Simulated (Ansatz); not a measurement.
# C₅H₈O: a ladder of functionals and wavefunction methods

The task here is to estimate one member of a computed series from the others.

The runs use Ansatz 0.2.0, Gaussian basis; functionals in def2-TZVPP, the program's frozen cores in correlated methods.

The runs, in order: PBE-D4, r2SCAN-D4, PBE0-D4, B3LYP-D4, ωB97X-V, ωB97M-V, B2PLYP; CCSD(T)/def2-TZVPP; MP2/def2-QZVPP; extrapolation to the limit.

## The relaxed structure

The geometry comes from an earlier relaxation with PBE0-D4 in a triple-zeta def2 set; it is a stationary point, not always the lowest conformer.

SMILES `CC1=C(O)CC1`, 14 atoms, charge 0, spin multiplicity 1.

Atoms are counted from 1 here; the program's logs count them from 0.

Bond lengths: C1–C2 1.478 Å, C1–H7 1.095 Å, C1–H8 1.092 Å, C1–H9 1.095 Å, C2–C3 1.337 Å, C2–C6 1.513 Å, C3–O4 1.349 Å, C3–C5 1.498 Å, O4–H10 0.960 Å, C5–C6 1.558 Å, C5–H11 1.095 Å, C5–H12 1.095 Å, C6–H13 1.095 Å, C6–H14 1.095 Å. Angles: C2–C1–H7 111.4°, C2–C1–H8 111.0°, C2–C1–H9 111.4°, H7–C1–H8 108.0°, H7–C1–H9 106.8°, H8–C1–H9 108.0°, C1–C2–C3 135.8°, C1–C2–C6 132.1°, C3–C2–C6 92.0°, C2–C3–O4 132.3°, C2–C3–C5 96.4°, O4–C3–C5 131.3°, C3–O4–H10 109.0°, C3–C5–C6 84.4°, C3–C5–H11 116.1°, C3–C5–H12 116.1°, C6–C5–H11 114.8°, C6–C5–H12 114.8° and more.

The first run:

in.yaml reads:

```yaml
crystal:
  periodic: [false, false, false]
  atoms:
    - {symbol: C, position_ang: [-1.066802, 0.339735, 1.657984]}
    - {symbol: C, position_ang: [-0.267169, 0.030662, 0.453406]}
    - {symbol: C, position_ang: [0.090093, 0.687863, -0.654185]}
    - {symbol: O, position_ang: [-0.166090, 1.938199, -1.090908]}
    - {symbol: C, position_ang: [0.880821, -0.429258, -1.264095]}
    - {symbol: C, position_ang: [0.475814, -1.213890, 0.019859]}
    - {symbol: H, position_ang: [-1.917619, -0.342837, 1.758673]}
    - {symbol: H, position_ang: [-1.454614, 1.359283, 1.619300]}
    - {symbol: H, position_ang: [-0.469542, 0.238813, 2.570687]}
    - {symbol: H, position_ang: [0.257541, 2.064693, -1.943160]}
    - {symbol: H, position_ang: [1.955651, -0.254142, -1.374743]}
    - {symbol: H, position_ang: [0.487996, -0.843532, -2.198043]}
    - {symbol: H, position_ang: [1.322910, -1.508166, 0.647768]}
    - {symbol: H, position_ang: [-0.141992, -2.096622, -0.173844]}
basis:
  gaussian: {orbitals: def2-TZVPP}
hamiltonian: {xc: pbe, dispersion: d4}
output: {forces: true, orbitals: {seedname: orbitals}}
```

On the command line:

```console
> ansatz run in.yaml --threads 4 --pin off --events-out ev --progress --plain --max-ram 10444MiB
```

Among the steps run: PBE-D4 (GGA); r2SCAN-D4 (meta-GGA); PBE0-D4 (hybrid); B3LYP-D4 (hybrid); ωB97X-V (range-separated); ωB97M-V (range-separated); B2PLYP (double hybrid); CCSD(T) in def2-TZVPP; MP2 in def2-QZVPP.

One of the session's tables, all rows but one given; the rest of the session is left out.

| method | atomisation energy (eV) |
| --- | --- |
| PBE-D4 | 62.842 |
| r2SCAN-D4 | 61.210 |
| PBE0-D4 | 61.687 |
| B3LYP-D4 | 60.929 |
| ωB97X-V | 61.025 |
| ωB97M-V | 61.142 |
| B2PLYP | 60.375 |
| HF/def2-TZVPP | 44.502 |
| MP2/def2-TZVPP | ? |
| CCSD/def2-TZVPP | 58.486 |
| CCSD(T)/def2-TZVPP | 59.448 |
| MP2/CBS | 62.097 |
| CCSD(T)/CBS | 60.874 |

**Question.** Estimate the row for MP2/def2-TZVPP.

The run gave: atomisation energy (eV): 60.672. In the column «atomisation energy (eV)» it lies between B2PLYP (60.375) and CCSD(T)/CBS (60.874).
